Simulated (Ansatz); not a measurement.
**NH3 (singlet): the correlation ladder at a displaced geometry (v2), cc-pVDZ**

How much of the correlation energy of NH3 (singlet) does each wave-function method recover here?

The runs use Ansatz 0.2.0, Gaussian basis; cc-pVDZ, core rule «outside noble gas», up to 1 orbitals frozen.

The runs, in order: UHF; CCSD(T) on RHF; BCCD(T) on RHF; CISD; CCSDT(Q) on RHF; CCSDTQ on RHF; CASSCF and MRCISD+Q, 8 electrons in 7 orbitals; CASSCF and MRCISD+Q(relaxed), 8 electrons in 7 orbitals; CASSCF and NEVPT2, 8 electrons in 7 orbitals.

14 further runs of the same task are left out: 4 that didn't finish, 10 set aside as unsound or not needed. Runs told in other sessions of the task aren't counted.

### 1 What is computed

The geometry is a PBE0/def2-TZVP stationary point (not a proven minimum) with its atoms shifted at random (size 0.100 Å).

4 atoms, charge 0, spin multiplicity 1.

Atoms are counted from 1 here; the program's logs count them from 0.

Bond lengths: N1–H2 0.867 Å, N1–H3 1.040 Å, N1–H4 1.088 Å. Angles: H2–N1–H3 107.9°, H2–N1–H4 103.8°, H3–N1–H4 104.9°.

### 2 UHF

Contents of in.yaml:

```yaml
crystal:
  periodic: [false, false, false]
  atoms:
    - {symbol: N, position_ang: [0.015632, 0.005551, -0.068847]}
    - {symbol: H, position_ang: [0.788945, 0.026949, 0.323159]}
    - {symbol: H, position_ang: [-0.555568, 0.789782, 0.306751]}
    - {symbol: H, position_ang: [-0.450604, -0.893873, 0.326814]}
basis:
  gaussian: {orbitals: cc-pVDZ}
magnetization: {spin_polarized: true, initial_magnetization: 0}
hamiltonian: {xc: hf}
output: {orbitals: {seedname: orbitals}}
```

On the command line:

```bash
> ansatz run in.yaml --threads 1 --pin off --events-out ev --progress --plain --max-ram 2393MiB
```

Further steps of the session: CCSD(T) on RHF; BCCD(T) on RHF; CISD; CCSDT(Q) on RHF; CCSDTQ on RHF; CASSCF and MRCISD+Q, 8 electrons in 7 orbitals; CASSCF and MRCISD+Q(relaxed), 8 electrons in 7 orbitals; CASSCF and NEVPT2, 8 electrons in 7 orbitals.

**Question.** What will the summary of the whole plan be? Wanted: RCCSDTQ from the RHF energy; RMP2 from RCCSDTQ; RCCSD from RCCSDTQ; RCCSD(T) from RCCSDTQ; RCCSDT(Q) from RCCSDTQ; NEVPT2 valence from RCCSDTQ; MRCISD+Q valence from RCCSDTQ; MRCISD+Q(relaxed) valence from RCCSDTQ; T1 diagnostic.

As calculated:

| quantity | value |
| --- | --- |
| RCCSDTQ from the RHF energy | -5.6037 eV |
| RMP2 from RCCSDTQ | +562.1 meV |
| RCCSD from RCCSDTQ | +118.4 meV |
| RCCSD(T) from RCCSDTQ | +15.8 meV |
| RCCSDT(Q) from RCCSDTQ | -0.4 meV |
| NEVPT2 valence from RCCSDTQ | +715.6 meV |
| MRCISD+Q valence from RCCSDTQ | -7.6 meV |
| MRCISD+Q(relaxed) valence from RCCSDTQ | -18.9 meV |
| levels within 1 kcal/mol (43 meV) | RCCSD(T), BCCD(T), RCCSDT, RCCSDT(Q), MRCISD+Q valence, MRCISD+Q(relaxed) valence |
| T1 diagnostic | 0.006 |
| effectively unpaired electrons | 0.01 |

RCCSD(T) lands +15.8 meV from the yardstick (0.3 % of the correlation energy). One determinant dominates. Of the multireference levels listed MRCISD+Q valence comes nearest in total energy (-7.6 meV), which doesn't show that its space is the better one. These misses are within one basis, not against nature.
